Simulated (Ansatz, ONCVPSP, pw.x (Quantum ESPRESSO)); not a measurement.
**What a changed setting does to a pw.x run (bcc Ba)**

Potential: optimised norm-conserving Vanderbilt (ONCV), ONCVPSP 4.0.1, PBE; core [Kr] 4d10, reference 5s2 5p6 6s2; waves: 5s+6s: rc 2.60 bohr, ncon 4, nbas 7, qcut 3.9 1/bohr, 2 projectors; 5p: rc 2.30 bohr, ncon 4, nbas 8, qcut 5.4 1/bohr, 2 projectors, debl 1.1 Ha; d scattering state at 0.12 Ha: rc 2.40 bohr, ncon 4, nbas 9, qcut 4.7 1/bohr, 2 projectors, debl 3.8 Ha; local part: polynomial inside 2.25 bohr (lpopt 3, dvloc0 -1 Ha); core correction: none. In the d channel the program set the typed energies aside and used 0.050, 3.850 Ha.

The reference run (k-mesh 9³, cutoffs 35/140 Ry, Fermi–Dirac 0.01 Ry, mixing_beta 0.4, conv_thr 1e-9, no spin) gives 0.02 GPa at 63.608 Å³/atom, where all-electron LAPW gives 0.01 GPa. This run, with its own iteration cap, changes smearing to gauss.

```
&control
  calculation='scf', prefix='x', pseudo_dir='./', outdir='./tmp', tstress=.true., disk_io='none'
/
&system
  ibrav=0, nat=1, ntyp=1, ecutwfc=35, ecutrho=140, nbnd=12,
  occupations='smearing', smearing='gauss', degauss=0.01
/
&electrons
  conv_thr=1e-09, mixing_beta=0.4, electron_maxstep=70
/
ATOMIC_SPECIES
Ba 1.0 Ba.UPF
CELL_PARAMETERS angstrom
  -2.51468688 2.51468688 2.51468688
  2.51468688 -2.51468688 2.51468688
  2.51468688 2.51468688 -2.51468688
ATOMIC_POSITIONS crystal
Ba 0.0000 0.0000 0.0000
K_POINTS automatic
9 9 9 0 0 0
```

```bash
pw.x < Ba.scf.in > Ba.scf.out
```

**Question.** How does the run end?

**Answer.** It converges in 6 iterations; the free energy moves by +35.5 meV/atom and the pressure by -0.04 GPa. Gaussian smearing of the same width is narrower in effect than Fermi–Dirac, so its quadratic term in F is smaller.

```
Message from routine setup:
     using ibrav=0 with symmetry is DISCOURAGED, use correct ibrav instead
     lattice parameter (alat)  =       8.2308  a.u.
     unit-cell volume          =     429.2481 (a.u.)^3
     number of electrons       =        10.00
     number of Kohn-Sham states=           12
     kinetic-energy cutoff     =      35.0000  Ry
     charge density cutoff     =     140.0000  Ry
     scf convergence threshold =      1.0E-09
     Exchange-correlation= PBE
     number of k points=    35  Gaussian smearing, width (Ry)=  0.0100
     iteration #  1     ecut=    35.00 Ry     beta= 0.40
     total energy              =     -51.38029210 Ry
     estimated scf accuracy    <       0.00106266 Ry
     iteration #  2     ecut=    35.00 Ry     beta= 0.40
     total energy              =     -51.38043892 Ry
     estimated scf accuracy    <       0.00035783 Ry
     iteration #  3     ecut=    35.00 Ry     beta= 0.40
     total energy              =     -51.38047143 Ry
     estimated scf accuracy    <       0.00001268 Ry
     iteration #  4     ecut=    35.00 Ry     beta= 0.40
     total energy              =     -51.38047329 Ry
     estimated scf accuracy    <       0.00000026 Ry
     iteration #  5     ecut=    35.00 Ry     beta= 0.40
     total energy              =     -51.38047331 Ry
     estimated scf accuracy    <       0.00000008 Ry
     iteration #  6     ecut=    35.00 Ry     beta= 0.40
     the Fermi energy is     5.7472 ev
!    total energy              =     -51.38047332 Ry
     estimated scf accuracy    <          4.1E-10 Ry
     smearing contrib. (-TS)   =      -0.00087542 Ry
     The total energy is F=E-TS. E is the sum of the following terms:
     one-electron contribution =     -14.73483809 Ry
     hartree contribution      =       8.92149365 Ry
     xc contribution           =      -7.27521562 Ry
     ewald contribution        =     -38.29103785 Ry
     convergence has been achieved in   6 iterations
          total   stress  (Ry/bohr**3)                   (kbar)     P=       -0.17
     Message from routine punch:
     Nothing written, as per user request (disk_io='none')
```

The run took about 5.2 s on one core of a shared host (Intel(R) Xeon(R) Platinum 8375C CPU @ 2.90GHz, 64 threads, 248 GiB, load 33).
